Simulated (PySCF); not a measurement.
Compound: fulvene, C6H6.
Bonds: C1–C2 (double), C2–C3, C3–C4 (double), C4–C5, C5–C6 (double), C2–C6. Hydrogens: H7, H8 on C1; H9 on C3; H10 on C4; H11 on C5; H12 on C6.

Theory: PBE0-D3(BJ)/def2-TZVP geometry optimisation, gas phase (PySCF).

(1) What internal coordinates does the optimisation give?

Results:

(1) 
```tsv
bond	length (Å)
C1=C2	1.336
C2–C3, C2–C6	1.465
C3=C4, C5=C6	1.346
C4–C5	1.467
C1–H7, C1–H8	1.084
C3–H9, C6–H12	1.080
C4–H10, C5–H11	1.082
```

Bonds in one row agree within 0.01 Å and their mean is given. A selection of angles:
```tsv
angle	degrees
C2–C1–H7	121.1
H7–C1–H8	117.5
C1–C2–C3	126.8
C3–C2–C6	106.3
C2–C3–C4	107.8
C2–C3–H9	124.5
C4–C3–H9	127.7
C3–C4–C5	109.0
C3–C4–H10	126.5
C5–C4–H10	124.5
```

Torsions: C1–C2–C3–C4 180° (antiperiplanar); C2–C3–C4–C5 0° (synperiplanar); C3–C4–C5–C6 0° (synperiplanar); C4–C5–C6–C2 0° (synperiplanar); C1–C2–C6–C5 180° (antiperiplanar).

The 6 heavy atoms lie in one plane (0.000 Å rms). The 5-membered ring C2–C3–C4–C5–C6 has internal angles of 106.3° to 109.1° (sum 540°, against 540° for a flat polygon); it is planar, 0.00 Å rms from its mean plane, widest ring torsion 0°. The C–C distances run from 1.336 Å (C1=C2, drawn double) to 1.467 Å (C4–C5, drawn single), a spread of 0.131 Å.

Point group: C2v (tolerance 0.08 Å). No frequency check.

On 2 threads, Intel Xeon at 2.50 GHz (x86_64), no GPU, on a shared host, this took 7.1 min wall, 12 min CPU and 1.1 GiB of memory at its peak. This is the geometry optimisation.
